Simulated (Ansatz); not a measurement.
# C2H2FNO: two geometries relaxed, part 1 of 2

Aim: relax the geometries before and after the rotation by 180° about the C3–O4 bond, and see whether they are two minima and how far apart in energy. SMILES of the start: N=C=C(O)F.

All numbers below are computed with Ansatz 0.2.0 (RKS r2SCAN-D4/def2-SVP).

## Step 1: Starting point

Bond lengths: N1–C2 1.142 Å, C2–C3 1.292 Å, C3–O4 1.346 Å, C3–F5 1.367 Å, N1–H6 1.014 Å, O4–H7 0.939 Å. Angles: N1–C2–C3 177.7°, C2–N1–H6 114.1°, C2–C3–O4 121.2°, C2–C3–F5 122.1°, O4–C3–F5 116.3°, C3–O4–H7 108.4°.

Coordinates:

```xyz
7

N    -0.8976    0.8512    1.4864
C    -0.3003    0.5073    0.5753
C     0.3838    0.0739   -0.4314
O     0.2716   -1.1989   -0.8556
F     1.3496    0.8313   -1.0341
H    -1.5992    0.1881    1.7959
H     0.8533   -1.3209   -1.5821
```

## Step 2: End point A

The input, input.yaml:

```yaml
crystal:
  periodic: [false, false, false]
  atoms:
    - { symbol: "N", position_ang: [-0.8976, 0.8512, 1.4864] }
    - { symbol: C, position_ang: [-0.3003, 0.5073, 0.5753] }
    - { symbol: C, position_ang: [0.3838, 0.0739, -0.4314] }
    - { symbol: O, position_ang: [0.2716, -1.1989, -0.8556] }
    - { symbol: F, position_ang: [1.3496, 0.8313, -1.0341] }
    - { symbol: H, position_ang: [-1.5992, 0.1881, 1.7959] }
    - { symbol: H, position_ang: [0.8533, -1.3209, -1.5821] }
basis:
  gaussian: { orbitals: def2-SVP }
hamiltonian:
  xc: r2scan
  dispersion: d4
relax:
  f_tol: 0.015
  max_steps: 40
output:
  orbitals: {}
```

On the command line:

```bash
$ ansatz run input.yaml --threads 2 --pin off --max-ram 3072MiB --backend cpu --events-out ev --progress --plain --runs-dir out
```

Log:

```text
Warning: RAYON_NUM_THREADS=2 ignored (pool sized by the plan → 2); use --threads N
The last accepted step is kept in <dir> (removed where the run ends without a failure and the disk answers)
Engine: ansatz 0.2.0, aarch64-unknown-linux-gnu
Functional definition: r2SCAN
  parameter k0 = 0.174
  parameter k1 = 0.065
  parameter a1 = 4.9479
  exchange = r2scan_x(k0 = k0, k1 = k1, a1 = a1)
  correlation = r2scan_c
895 factors; their error is unknown
mean field evaluation 1: about -8338.8346 eV, gradient 5.7e1 eV
mean field evaluation 2: about -8328.8516 eV, gradient 8.8e1 eV
mean field evaluation 4: about -8345.0603 eV, gradient 6.9e0 eV
mean field evaluation 8: about -8345.1601 eV, gradient 5.8e-2 eV
mean field evaluation 16: about -8345.1181 eV, gradient 6.5e-5 eV
mean field -8345.11810974 eV, -306.6774340086 hartree, gradient 6.5e-5 eV, S^2 0.000000; 1 other end points of the search recorded, 0 dependent functions left out
the calculation of the forces begins
reference -8345.11811554 eV, -306.6774342218 hartree; 19, 19 occupied and 61, 61 virtual orbitals, 895 factors
relax step   1: F+E_penalty+E_count = -8345.14418027 eV  Δ(F+E_penalty+E_count) = +0.000e0 eV  max|allowed force component| = 7.831e0 eV/Å  Δτ_max = 0.0000 Å  (42 SCF iters, accepted)
these checks for a lower state are left out or cut short: starts, cluster_reference, orbital_swaps, neighbouring_geometries, increment
895 factors; their error is unknown
mean field -8346.22253391 eV, -306.7180208483 hartree, gradient 1.3e-5 eV, S^2 0.000000; 0 other end points of the search recorded, 0 dependent functions left out
the calculation of the forces begins
reference -8346.22254002 eV, -306.7180210730 hartree; 19, 19 occupied and 61, 61 virtual orbitals, 895 factors
relax step   2: F+E_penalty+E_count = -8346.24832180 eV  Δ(F+E_penalty+E_count) = -1.104e0 eV  max|allowed force component| = 2.063e0 eV/Å  Δτ_max = 0.1942 Å  (36 SCF iters, accepted)
these checks for a lower state are left out or cut short: starts, cluster_reference, orbital_swaps, neighbouring_geometries, increment
895 factors; their error is unknown
mean field evaluation 32: about -8346.7251 eV, gradient 3.0e-3 eV
mean field -8346.67894869 eV, -306.7347937823 hartree, gradient 2.3e-5 eV, S^2 0.000000; 0 other end points of the search recorded, 0 dependent functions left out
the calculation of the forces begins
reference -8346.67895501 eV, -306.7347940145 hartree; 19, 19 occupied and 61, 61 virtual orbitals, 895 factors
relax step   3: F+E_penalty+E_count = -8346.70461894 eV  Δ(F+E_penalty+E_count) = -4.563e-1 eV  max|allowed force component| = 2.387e0 eV/Å  Δτ_max = 0.1966 Å  (37 SCF iters, accepted)
these checks for a lower state are left out or cut short: starts, cluster_reference, orbital_swaps, neighbouring_geometries, increment
895 factors; their error is unknown
mean field -8347.12724823 eV, -306.7512684865 hartree, gradient 1.9e-5 eV, S^2 0.000000; 0 other end points of the search recorded, 0 dependent functions left out
the calculation of the forces begins
reference -8347.12725441 eV, -306.7512687136 hartree; 19, 19 occupied and 61, 61 virtual orbitals, 895 factors
relax step   4: F+E_penalty+E_count = -8347.15293981 eV  Δ(F+E_penalty+E_count) = -4.483e-1 eV  max|allowed force component| = 1.816e0 eV/Å  Δτ_max = 0.1973 Å  (36 SCF iters, accepted)
these checks for a lower state are left out or cut short: starts, cluster_reference, orbital_swaps, neighbouring_geometries, increment
895 factors; their error is unknown
mean field -8347.22808821 eV, -306.7549742873 hartree, gradient 2.1e-5 eV, S^2 0.000000; 0 other end points of the search recorded, 0 dependent functions left out
the calculation of the forces begins
reference -8347.22809431 eV, -306.7549745113 hartree; 19, 19 occupied and 61, 61 virtual orbitals, 895 factors
relax step   5: F+E_penalty+E_count = -8347.25379601 eV  Δ(F+E_penalty+E_count) = -1.009e-1 eV  max|allowed force component| = 6.169e-1 eV/Å  Δτ_max = 0.1382 Å  (31 SCF iters, accepted)
these checks for a lower state are left out or cut short: starts, cluster_reference, orbital_swaps, neighbouring_geometries, increment
895 factors; their error is unknown
mean field -8347.26630990 eV, -306.7563789084 hartree, gradient 2.6e-5 eV, S^2 0.000000; 0 other end points of the search recorded, 0 dependent functions left out
the calculation of the forces begins
reference -8347.26631597 eV, -306.7563791316 hartree; 19, 19 occupied and 61, 61 virtual orbitals, 895 factors
relax step   6: F+E_penalty+E_count = -8347.29201942 eV  Δ(F+E_penalty+E_count) = -3.822e-2 eV  max|allowed force component| = 4.236e-1 eV/Å  Δτ_max = 0.0860 Å  (30 SCF iters, accepted)
these checks for a lower state are left out or cut short: starts, cluster_reference, orbital_swaps, neighbouring_geometries, increment
895 factors; their error is unknown
mean field evaluation 64: about -8347.2869 eV, gradient 1.5e-3 eV
mean field -8347.28693587 eV, -306.7571368988 hartree, gradient 2.3e-5 eV, S^2 0.000000; 0 other end points of the search recorded, 0 dependent functions left out
the calculation of the forces begins
reference -8347.28694193 eV, -306.7571371218 hartree; 19, 19 occupied and 61, 61 virtual orbitals, 895 factors
relax step   7: F+E_penalty+E_count = -8347.31262287 eV  Δ(F+E_penalty+E_count) = -2.060e-2 eV  max|allowed force component| = 3.551e-1 eV/Å  Δτ_max = 0.0332 Å  (29 SCF iters, accepted)
these checks for a lower state are left out or cut short: starts, cluster_reference, orbital_swaps, neighbouring_geometries, increment
895 factors; their error is unknown
mean field -8347.29637660 eV, -306.7574838394 hartree, gradient 2.1e-5 eV, S^2 0.000000; 0 other end points of the search recorded, 0 dependent functions left out
the calculation of the forces begins
reference -8347.29638267 eV, -306.7574840625 hartree; 19, 19 occupied and 61, 61 virtual orbitals, 895 factors
relax step   8: F+E_penalty+E_count = -8347.32205443 eV  Δ(F+E_penalty+E_count) = -9.432e-3 eV  max|allowed force component| = 2.108e-1 eV/Å  Δτ_max = 0.0258 Å  (30 SCF iters, accepted)
these checks for a lower state are left out or cut short: starts, cluster_reference, orbital_swaps, neighbouring_geometries, increment
895 factors; their error is unknown
mean field -8347.30562180 eV, -306.7578235943 hartree, gradient 2.5e-5 eV, S^2 0.000000; 0 other end points of the search recorded, 0 dependent functions left out
the calculation of the forces begins
reference -8347.30562786 eV, -306.7578238169 hartree; 19, 19 occupied and 61, 61 virtual orbitals, 895 factors
relax step   9: F+E_penalty+E_count = -8347.33130438 eV  Δ(F+E_penalty+E_count) = -9.250e-3 eV  max|allowed force component| = 7.156e-1 eV/Å  Δτ_max = 0.0776 Å  (30 SCF iters, accepted)
these checks for a lower state are left out or cut short: starts, cluster_reference, orbital_swaps, neighbouring_geometries, increment
895 factors; their error is unknown
mean field -8347.30737197 eV, -306.7578879117 hartree, gradient 2.1e-5 eV, S^2 0.000000; 0 other end points of the search recorded, 0 dependent functions left out
the calculation of the forces begins
reference -8347.30737802 eV, -306.7578881341 hartree; 19, 19 occupied and 61, 61 virtual orbitals, 895 factors
relax step  10: F+E_penalty+E_count = -8347.33306129 eV  Δ(F+E_penalty+E_count) = -1.757e-3 eV  max|allowed force component| = 9.502e-1 eV/Å  Δτ_max = 0.0232 Å  (31 SCF iters, accepted)
these checks for a lower state are left out or cut short: starts, cluster_reference, orbital_swaps, neighbouring_geometries, increment
895 factors; their error is unknown
mean field -8347.32622340 eV, -306.7585806891 hartree, gradient 2.4e-5 eV, S^2 0.000000; 0 other end points of the search recorded, 0 dependent functions left out
the calculation of the forces begins
reference -8347.32622950 eV, -306.7585809133 hartree; 19, 19 occupied and 61, 61 virtual orbitals, 895 factors
relax step  11: F+E_penalty+E_count = -8347.35190760 eV  Δ(F+E_penalty+E_count) = -1.885e-2 eV  max|allowed force component| = 3.794e-1 eV/Å  Δτ_max = 0.0661 Å  (30 SCF iters, accepted)
these checks for a lower state are left out or cut short: starts, cluster_reference, orbital_swaps, neighbouring_geometries, increment
895 factors; their error is unknown
mean field evaluation 96: about -8347.4018 eV, gradient 1.3e-1 eV
mean field -8347.35504965 eV, -306.7596400341 hartree, gradient 1.9e-5 eV, S^2 0.000000; 0 other end points of the search recorded, 0 dependent functions left out
the calculation of the forces begins
reference -8347.35505576 eV, -306.7596402588 hartree; 19, 19 occupied and 61, 61 virtual orbitals, 895 factors
relax step  12: F+E_penalty+E_count = -8347.38074784 eV  Δ(F+E_penalty+E_count) = -2.884e-2 eV  max|allowed force component| = 2.442e-1 eV/Å  Δτ_max = 0.0971 Å  (30 SCF iters, accepted)
these checks for a lower state are left out or cut short: starts, cluster_reference, orbital_swaps, neighbouring_geometries, increment
895 factors; their error is unknown
mean field -8347.27270643 eV, -306.7566139765 hartree, gradient 2.0e-5 eV, S^2 0.000000; 0 other end points of the search recorded, 0 dependent functions left out
the calculation of the forces begins
reference -8347.27271268 eV, -306.7566142064 hartree; 19, 19 occupied and 61, 61 virtual orbitals, 895 factors
relax step  13: F+E_penalty+E_count = -8347.29846832 eV  Δ(F+E_penalty+E_count) = +8.228e-2 eV  max|allowed force component| = 2.866e0 eV/Å  Δτ_max = 0.1949 Å  (38 SCF iters, rejected (line search))
these checks for a lower state are left out or cut short: starts, cluster_reference, orbital_swaps, neighbouring_geometries, increment
895 factors; their error is unknown
mean field -8347.38048459 eV, -306.7605747509 hartree, gradient 1.6e-5 eV, S^2 0.000000; 0 other end points of the search recorded, 0 dependent functions left out
the calculation of the forces begins
reference -8347.38049073 eV, -306.7605749767 hartree; 19, 19 occupied and 61, 61 virtual orbitals, 895 factors
```

## Step 3: More of the same log: end point A relaxed

Output, continued:

```text
relax step  14: F+E_penalty+E_count = -8347.40620615 eV  Δ(F+E_penalty+E_count) = -2.546e-2 eV  max|allowed force component| = 1.150e-1 eV/Å  Δτ_max = 0.0974 Å  (30 SCF iters, accepted)
these checks for a lower state are left out or cut short: starts, cluster_reference, orbital_swaps, neighbouring_geometries, increment
895 factors; their error is unknown
mean field -8347.38745591 eV, -306.7608309422 hartree, gradient 1.0e-5 eV, S^2 0.000000; 0 other end points of the search recorded, 0 dependent functions left out
the calculation of the forces begins
reference -8347.38746212 eV, -306.7608311704 hartree; 19, 19 occupied and 61, 61 virtual orbitals, 895 factors
relax step  15: F+E_penalty+E_count = -8347.41321308 eV  Δ(F+E_penalty+E_count) = -7.007e-3 eV  max|allowed force component| = 7.904e-1 eV/Å  Δτ_max = 0.0989 Å  (31 SCF iters, accepted)
these checks for a lower state are left out or cut short: starts, cluster_reference, orbital_swaps, neighbouring_geometries, increment
895 factors; their error is unknown
mean field evaluation 128: about -8347.3792 eV, gradient 1.7e-3 eV
mean field -8347.37916645 eV, -306.7605263101 hartree, gradient 1.6e-5 eV, S^2 0.000000; 0 other end points of the search recorded, 0 dependent functions left out
the calculation of the forces begins
reference -8347.37917266 eV, -306.7605265385 hartree; 19, 19 occupied and 61, 61 virtual orbitals, 895 factors
relax step  16: F+E_penalty+E_count = -8347.40494436 eV  Δ(F+E_penalty+E_count) = +8.269e-3 eV  max|allowed force component| = 8.772e-1 eV/Å  Δτ_max = 0.0827 Å  (30 SCF iters, rejected (line search))
these checks for a lower state are left out or cut short: starts, cluster_reference, orbital_swaps, neighbouring_geometries, increment
895 factors; their error is unknown
mean field -8347.40118063 eV, -306.7613353164 hartree, gradient 2.0e-5 eV, S^2 0.000000; 0 other end points of the search recorded, 0 dependent functions left out
the calculation of the forces begins
reference -8347.40118680 eV, -306.7613355431 hartree; 19, 19 occupied and 61, 61 virtual orbitals, 895 factors
relax step  17: F+E_penalty+E_count = -8347.42696308 eV  Δ(F+E_penalty+E_count) = -1.375e-2 eV  max|allowed force component| = 2.847e-1 eV/Å  Δτ_max = 0.0403 Å  (31 SCF iters, accepted)
these checks for a lower state are left out or cut short: starts, cluster_reference, orbital_swaps, neighbouring_geometries, increment
895 factors; their error is unknown
mean field -8347.39531243 eV, -306.7611196642 hartree, gradient 2.0e-5 eV, S^2 0.000000; 0 other end points of the search recorded, 0 dependent functions left out
the calculation of the forces begins
reference -8347.39531862 eV, -306.7611198915 hartree; 19, 19 occupied and 61, 61 virtual orbitals, 895 factors
relax step  18: F+E_penalty+E_count = -8347.42107811 eV  Δ(F+E_penalty+E_count) = +5.885e-3 eV  max|allowed force component| = 5.772e-1 eV/Å  Δτ_max = 0.0704 Å  (31 SCF iters, rejected (line search))
these checks for a lower state are left out or cut short: starts, cluster_reference, orbital_swaps, neighbouring_geometries, increment
895 factors; their error is unknown
mean field -8347.40546695 eV, -306.7614928357 hartree, gradient 2.0e-5 eV, S^2 0.000000; 0 other end points of the search recorded, 0 dependent functions left out
the calculation of the forces begins
reference -8347.40547311 eV, -306.7614930620 hartree; 19, 19 occupied and 61, 61 virtual orbitals, 895 factors
relax step  19: F+E_penalty+E_count = -8347.43125318 eV  Δ(F+E_penalty+E_count) = -4.290e-3 eV  max|allowed force component| = 1.048e-1 eV/Å  Δτ_max = 0.0343 Å  (31 SCF iters, accepted)
these checks for a lower state are left out or cut short: starts, cluster_reference, orbital_swaps, neighbouring_geometries, increment
895 factors; their error is unknown
mean field -8347.40720584 eV, -306.7615567389 hartree, gradient 2.0e-5 eV, S^2 0.000000; 0 other end points of the search recorded, 0 dependent functions left out
the calculation of the forces begins
reference -8347.40721200 eV, -306.7615569650 hartree; 19, 19 occupied and 61, 61 virtual orbitals, 895 factors
relax step  20: F+E_penalty+E_count = -8347.43300106 eV  Δ(F+E_penalty+E_count) = -1.748e-3 eV  max|allowed force component| = 3.194e-2 eV/Å  Δτ_max = 0.0371 Å  (31 SCF iters, accepted)
these checks for a lower state are left out or cut short: starts, cluster_reference, orbital_swaps, neighbouring_geometries, increment
895 factors; their error is unknown
mean field evaluation 160: about -8347.4529 eV, gradient 7.5e-3 eV
mean field -8347.40749147 eV, -306.7615672356 hartree, gradient 2.0e-5 eV, S^2 0.000000; 0 other end points of the search recorded, 0 dependent functions left out
the calculation of the forces begins
reference -8347.40749763 eV, -306.7615674620 hartree; 19, 19 occupied and 61, 61 virtual orbitals, 895 factors
relax step  21: F+E_penalty+E_count = -8347.43329318 eV  Δ(F+E_penalty+E_count) = -2.921e-4 eV  max|allowed force component| = 4.287e-2 eV/Å  Δτ_max = 0.0236 Å  (31 SCF iters, accepted)
these checks for a lower state are left out or cut short: starts, cluster_reference, orbital_swaps, neighbouring_geometries, increment
895 factors; their error is unknown
mean field -8347.40757062 eV, -306.7615701442 hartree, gradient 1.9e-5 eV, S^2 0.000000; 0 other end points of the search recorded, 0 dependent functions left out
the calculation of the forces begins
reference -8347.40757677 eV, -306.7615703703 hartree; 19, 19 occupied and 61, 61 virtual orbitals, 895 factors
relax step  22: F+E_penalty+E_count = -8347.43337402 eV  Δ(F+E_penalty+E_count) = -8.083e-5 eV  max|allowed force component| = 1.648e-2 eV/Å  Δτ_max = 0.0050 Å  (33 SCF iters, accepted)
these checks for a lower state are left out or cut short: starts, cluster_reference, orbital_swaps, neighbouring_geometries, increment
895 factors; their error is unknown
mean field -8347.40758743 eV, -306.7615707618 hartree, gradient 1.9e-5 eV, S^2 0.000000; 0 other end points of the search recorded, 0 dependent functions left out
the calculation of the forces begins
reference -8347.40759358 eV, -306.7615709880 hartree; 19, 19 occupied and 61, 61 virtual orbitals, 895 factors
relax step  23: F+E_penalty+E_count = -8347.43339100 eV  Δ(F+E_penalty+E_count) = -1.698e-5 eV  max|allowed force component| = 9.197e-3 eV/Å  Δτ_max = 0.0023 Å  (34 SCF iters, accepted)
895 factors; their error is unknown
mean field evaluation 192: about -8347.4076 eV, gradient 3.4e-2 eV
mean field -8347.40758743 eV, -306.7615707618 hartree, gradient 2.4e-5 eV, S^2 0.000000; 1 other end points of the search recorded, 0 dependent functions left out
the calculation of the forces begins
reference -8347.40759358 eV, -306.7615709880 hartree; 19, 19 occupied and 61, 61 virtual orbitals, 895 factors
Total energy: -8347.43339716 eV, -306.7625192519 hartree
Atom 0 at    -0.725965     0.449935     1.731474 Å, force     0.001364     0.003703     0.009197 eV/Å
Atom 1 at    -0.294420     0.289699     0.585085 Å, force    -0.004406     0.000686    -0.004275 eV/Å
Atom 2 at     0.358879     0.056453    -0.542189 Å, force     0.005853     0.002005    -0.008806 eV/Å
Atom 3 at     0.296671    -1.106449    -1.217874 Å, force    -0.008998     0.003921     0.000731 eV/Å
Atom 4 at     0.983277     1.062730    -1.190701 Å, force    -0.000669    -0.004965     0.003930 eV/Å
Atom 5 at    -1.719983     0.721873     1.765483 Å, force     0.000258    -0.003827    -0.002239 eV/Å
Atom 6 at     1.162741    -1.542241    -1.176878 Å, force     0.006599    -0.001524     0.001462 eV/Å
Dipole moment:    -0.048555    -0.190074    -0.011204 e Å
```

It took 51 s on 2 threads of Arm Neoverse V1, shared host; peak memory 0.16 GiB.

Relaxation path:

| step | energy from step 1 (eV) | largest force component (eV/Å) |
| --- | --- | --- |
| 1 | 0.0000 | 7.8311 |
| 2 | -1.1041 | 2.0629 |
| 3 | -1.5604 | 2.3867 |
| 4 | -2.0088 | 1.8162 |
| 5 | -2.1096 | 0.6169 |
| 6 | -2.1478 | 0.4236 |
| 7 | -2.1684 | 0.3551 |
| 8 | -2.1779 | 0.2108 |
| 9 | -2.1871 | 0.7156 |
| 10 | -2.1889 | 0.9502 |
| 11 | -2.2077 | 0.3794 |
| 12 | -2.2366 | 0.2442 |
| 13x | -2.1543 | 2.8663 |
| 14 | -2.2620 | 0.1150 |
| 15 | -2.2690 | 0.7904 |
| 16x | -2.2608 | 0.8772 |
| 17 | -2.2828 | 0.2847 |
| 18x | -2.2769 | 0.5772 |
| 19 | -2.2871 | 0.1048 |
| 20 | -2.2888 | 0.0319 |
| 21 | -2.2891 | 0.0429 |
| 22 | -2.2892 | 0.0165 |
| 23 | -2.2892 | 0.0092 |

Step 1 is the start. 3 steps were tried and not accepted (marked x).

After: Bond lengths: N1–C2 1.235 Å, C2–C3 1.324 Å, C3–O4 1.346 Å, C3–F5 1.350 Å, N1–H6 1.031 Å, O4–H7 0.970 Å. Angles: N1–C2–C3 170.3°, C2–N1–H6 113.7°, C2–C3–O4 123.8°, C2–C3–F5 120.4°, O4–C3–F5 115.1°, C3–O4–H7 109.0°.

(Continued in part 2 of 2.)
